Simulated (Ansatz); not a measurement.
fcc Pd, treated with PBEsol (Ansatz, an electronic-structure program, plane waves, PAW).

A relaxed, unreconstructed slab of the (110) face has 12 atoms, two equal faces of 10.633 Å² each and an energy of -82877.1316 eV. A bulk cell of 2 atoms with the same orientation and in-plane k mesh has -13813.3027 eV. Energies are extrapolated to zero smearing.

Run with plane-wave cutoff 500 eV, 14×20×1 k mesh (along the axes of the cell as run), Fermi–Dirac smearing 0.1 eV, scalar-relativistic PAW data made under PBE.

Worked out: γ = (E_slab − N E_bulk per atom)/2A = [-82877.1316 − 12 × (-13813.3027/2)]/(2 × 10.633) = 0.1262 eV/Å². With 16.022 J/m² per eV/Å² this is 2.02 J/m², or 1.34 eV per surface cell and face.
